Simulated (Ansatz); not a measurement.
The same path of H + H4Si (6 atoms, charge 0, multiplicity 2) was run twice with different band settings. Lost on the way: Si1–H2. Made: H2–H6.

These are results of UKS PBE/def2-SVP in Ansatz 0.2.0, not measurements.

Relaxed end points:

```xyz
6
Properties=species:S:1:pos:R:3
Si 0.000 0.000 -0.283
H 0.000 0.000 1.220
H 1.417 0.000 -0.784
H -0.708 1.227 -0.784
H -0.708 -1.227 -0.784
H 0.000 0.000 4.337
```

```xyz
6
Properties=species:S:1:pos:R:3
Si 0.001 0.000 -0.519
H 0.000 0.000 2.790
H 1.435 0.000 -0.971
H -0.717 1.243 -0.970
H -0.717 -1.243 -0.970
H 0.000 0.000 3.560
```

Common settings: movable images 7; climbing image yes; spring 5.0 eV/Å²; optimiser quadratic models (default); force threshold 0.05 eV/Å; iteration limit 60; end points relaxed.

| run | start path |
| --- | --- |
| 1 | through a guess of the saddle point |
| 2 | straight line |

Q: What does each run give, and how far can it be trusted?

A: Run 1: converged after 7 iterations, highest image 0.043 eV above the first end. A vibrational analysis at the climbing image gives one clearly imaginary mode, 400i cm⁻¹: a first-order saddle point.
Run 2: converged after 14 iterations, highest image 0.043 eV above the first end. Another band between the same ends (7 images) ends at a top of the same energy, where a vibrational analysis finds 1 clearly imaginary mode.
